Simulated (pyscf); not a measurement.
HO–Sb(OH)–OH (SMILES [OH][Sb]([OH])[OH]) + H₂C=CH₂ (SMILES C=C) -> H₃C–CH₂–O–Sb(OH)–OH (SMILES CC[O][Sb]([OH])[OH]) (addition across a multiple bond or ene-type step; singlet surface; H–O broken, C–O, C–H formed). PySCF, gas phase, ωB97X-D3(BJ)/def2-SVP geometries. Energies in eV from the separated reactants.

```csv
level,barrier,reaction energy
ωB97X-D3(BJ)/def2-TZVP,(withheld),(withheld)
PBE/def2-TZVP,1.78,-0.70
r²SCAN/def2-TZVP,1.89,-0.78
B3LYP-D3(BJ)/def2-TZVP,2.04,-0.71
PBE0-D3(BJ)/def2-TZVP,1.94,-0.89
HF/def2-TZVP,(withheld),-0.48
```

Task: Some entries are withheld; supply them.

Result: 
- ωB97X-D3(BJ)/def2-TZVP, barrier: 2.15
- ωB97X-D3(BJ)/def2-TZVP, reaction energy: -0.86
- HF/def2-TZVP, barrier: 3.09

The functionals in the table span 0.37 eV in this barrier, from PBE to ωB97X-D3(BJ)/def2-TZVP. On the reactant side the descent ends in a complex (not fully relaxed), 0.21 eV under the separated species and 2.35 eV under the saddle at ωB97X-D3(BJ)/def2-TZVP. One saddle was located; it need not be the lowest between these sides. Elements past Kr carry the def2 core potentials, without spin-orbit coupling.
